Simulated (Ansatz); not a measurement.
**2H MoS2**

The numbers are results of LDA (plane waves, PAW; Ansatz, an electronic-structure program), not measurements.

Numerical settings: plane-wave cutoff 520 eV, 12×12×4 k mesh (along the axes of the cell as run), perturbation theory, force constants from a 6×6×2 q mesh, no spin polarisation, scalar-relativistic PAW data made under PBE.

Cell: relaxed at this level.

For 2H MoS2, the high-frequency dielectric constant (mean over three axes) comes out as 12.7, the static dielectric constant (mean over three axes) is 12.9 and the zero-point energy comes out as 0.055 eV/atom.

Measured, for comparison: high-frequency dielectric constant 12.2 (temperature not stated, no zero-point or thermal correction, mean of the two values across and the one along c; as tabulated in Pike et al. (2018), arXiv:1804.02196); static dielectric constant 12.7 (temperature not stated, no zero-point or thermal correction, polycrystalline average of the tensor's eigenvalues; as tabulated in Petousis et al. (2017), doi:10.1038/sdata.2016.134). Computed (rounded) less measured: high-frequency dielectric constant +4 %, static dielectric constant +2 %.

The result took very roughly 2.5 core-hours.
